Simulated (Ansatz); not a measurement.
Geometry optimisation, RKS PBE0-D4/def2-SVP (Ansatz 0.2.0).

Input:

```yaml
crystal:
  periodic: [false, false, false]
  atoms:
    - { symbol: C, position_ang: [0.0034, 1.875, 0.0713] }
    - { symbol: C, position_ang: [-0.0446, 0.6196, 0.0277] }
    - { symbol: C, position_ang: [-0.0675, -0.576, -0.0151] }
    - { symbol: C, position_ang: [0.045, -1.8598, -0.0365] }
    - { symbol: F, position_ang: [0.976, -2.5756, -0.6128] }
    - { symbol: H, position_ang: [-0.8645, 2.4758, 0.5181] }
    - { symbol: H, position_ang: [0.7989, 2.4865, -0.3709] }
    - { symbol: H, position_ang: [-1.06708, -1.00412, -0.09026] }
basis:
  gaussian: { orbitals: def2-SVP }
hamiltonian:
  xc: pbe0
  dispersion: d4
relax:
  f_tol: 0.02
  max_steps: 50
output:
  orbitals: {}
```

Launched with:

```bash
$ ansatz run input.yaml --threads 2 --pin off --max-ram 3072MiB --backend cpu --events-out ev --progress --plain --runs-dir out
```

**Question.** Where does it end, and by what steps?

**Answer.** It converged. After 17 steps the energy has fallen by 2.987 eV; H8 moved furthest, 0.93 Å.

```json
{"step": "0", "energy less start (eV)": "0.0000", "largest force component (eV/Å)": "6.539", "accepted": "yes"}
{"step": "1", "energy less start (eV)": "-1.2164", "largest force component (eV/Å)": "1.990", "accepted": "yes"}
{"step": "2", "energy less start (eV)": "-1.4769", "largest force component (eV/Å)": "2.467", "accepted": "yes"}
{"step": "3", "energy less start (eV)": "-1.5671", "largest force component (eV/Å)": "1.982", "accepted": "yes"}
{"step": "4", "energy less start (eV)": "-1.7641", "largest force component (eV/Å)": "1.317", "accepted": "yes"}
{"step": "5", "energy less start (eV)": "-1.8575", "largest force component (eV/Å)": "1.220", "accepted": "yes"}
{"step": "6", "energy less start (eV)": "-2.2226", "largest force component (eV/Å)": "1.035", "accepted": "yes"}
{"step": "7", "energy less start (eV)": "-2.3402", "largest force component (eV/Å)": "2.282", "accepted": "yes"}
{"step": "8", "energy less start (eV)": "-2.2993", "largest force component (eV/Å)": "3.311", "accepted": "no"}
{"step": "9", "energy less start (eV)": "-2.4800", "largest force component (eV/Å)": "1.897", "accepted": "yes"}
{"step": "10", "energy less start (eV)": "-2.6029", "largest force component (eV/Å)": "1.366", "accepted": "yes"}
{"step": "11", "energy less start (eV)": "-2.7568", "largest force component (eV/Å)": "1.613", "accepted": "yes"}
{"step": "12", "energy less start (eV)": "-2.9053", "largest force component (eV/Å)": "0.650", "accepted": "yes"}
{"step": "13", "energy less start (eV)": "-2.9705", "largest force component (eV/Å)": "0.439", "accepted": "yes"}
{"step": "14", "energy less start (eV)": "-2.9857", "largest force component (eV/Å)": "0.153", "accepted": "yes"}
{"step": "15", "energy less start (eV)": "-2.9872", "largest force component (eV/Å)": "0.035", "accepted": "yes"}
{"step": "16", "energy less start (eV)": "-2.9869", "largest force component (eV/Å)": "0.043", "accepted": "no"}
{"step": "17", "energy less start (eV)": "-2.9873", "largest force component (eV/Å)": "0.006", "accepted": "yes"}
```

```xyz
8
Properties=species:S:1:pos:R:3
C -0.035 1.905 0.166
C -0.148 0.638 -0.094
C -0.239 -0.662 -0.345
C 0.731 -1.532 0.307
F 0.454 -2.761 -0.087
H -0.567 2.353 1.012
H 0.600 2.550 -0.449
H -1.017 -1.051 -1.019
```

Whether the end is a true minimum wasn't checked by a vibrational analysis.

The run took 29 s on 2 threads of Arm Neoverse V2, with other jobs on the host, peak memory 0.16 GiB.
